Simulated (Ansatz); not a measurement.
## Strength of the C–C bond: C3H4F2 → C2H2F + CH2F

Species: C3H4F2 `C=C(F)CF`, singlet; C2H2F `C=[C]F`, doublet; CH2F `[CH2]F`, doublet. 

Shapes, held fixed at every level: PBE0-D4/def2-TZVP. Flexible molecules stand in one conformer, not always the lowest. Programs: Ansatz 0.2.0. The zero-point and thermal change to 298 K, harmonic and unscaled (PBE0-D4/def2-TZVP), is -19.8 kJ/mol.

```csv
level,kind,ΔH(298 K) (kJ/mol),CPU time (sum over the molecules)
HF/def2-TZVPP,Hartree–Fock,+310.3,–
PBE-D4/def2-TZVPP,GGA,+420.2,10 s
r2SCAN-D4/def2-TZVPP,meta-GGA,+402.5,20 s
B3LYP-D4/def2-TZVPP,global hybrid,+414.6,15 s
r2SCAN0-D4/def2-TZVPP,global hybrid,+403.7,19 s
wB97M-V/def2-TZVPP,range-separated hybrid,+440.9,39 s
B2PLYP/def2-TZVPP,double hybrid,+420.0,19 s
```

B2PLYP/def2-TZVPP gives ΔH(298 K) = +420.0 kJ/mol; the levels span +310.3 to +440.9. The median of the levels is +414.6. Hartree–Fock misses the correlation of the pair that is broken and comes out low. No measured value is set beside it here. Spin contamination: C2H2F (⟨S²⟩ up to 0.93). Open shells run unrestricted unless RO is named. Times are processor times on shared x86 and Arm servers, and rough.
